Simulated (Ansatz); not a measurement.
The input, for Ansatz 0.2.0:

```yaml
crystal:
  periodic: [false, false, false]
  atoms:
    - {symbol: Ge, position_ang: [0.000000, 0.000000, 1.704490]}
    - {symbol: B, position_ang: [0.000000, 0.000000, -0.258320]}
    - {symbol: H, position_ang: [0.000000, 0.000000, -1.446169]}
basis:
  gaussian: {orbitals: STO-3G}
magnetization: {spin_polarized: false}
hamiltonian: {xc: hf}
output: {forces: true, orbitals: {seedname: orbitals}}
```

```sh
$ ansatz run in.yaml --threads 1 --pin off --events-out ev --progress --plain --max-ram 2393MiB
```

Problem. Roughly how long does this take on 1 thread of Arm Neoverse V2, shared host, and how much host memory?

Solution. 0.15 s wall and 0.06 GiB.

```
247 factors; integrals over basis functions are off by at most 3.5e-5 eV
mean field evaluation 1: about -56503.2573 eV, gradient 1.3e1 eV
mean field evaluation 2: about -56503.2570 eV, gradient 1.3e1 eV
mean field evaluation 4: about -56504.2035 eV, gradient 1.7e0 eV
mean field evaluation 8: about -56504.2379 eV, gradient 7.2e-3 eV
mean field evaluation 16: about -56504.0087 eV, gradient 6.9e0 eV
mean field -56504.23787383 eV, -2076.4924419154 hartree, gradient 1.8e-5 eV, S^2 0.000000; 0 other end points of the search recorded, 0 dependent functions left out
the calculation of the forces begins
reference -56504.23787383 eV, -2076.4924419154 hartree; 19, 19 occupied and 5, 5 virtual orbitals, 247 factors
Total energy: -56504.23787383 eV, -2076.4924419154 hartree
Atom 0 at     0.000000     0.000000     1.704490 Å, force    -0.000000     0.000000    -4.806465 eV/Å
Atom 1 at     0.000000     0.000000    -0.258320 Å, force     0.000000    -0.000000     3.775220 eV/Å
Atom 2 at     0.000000     0.000000    -1.446169 Å, force     0.000000    -0.000000     1.031245 eV/Å
Dipole moment:     0.000000     0.000000    -0.179151 e Å
```

Forces (eV/Å):
```
Ge   0.000  0.000 -4.806
B    0.000  0.000  3.775
H    0.000  0.000  1.031
```
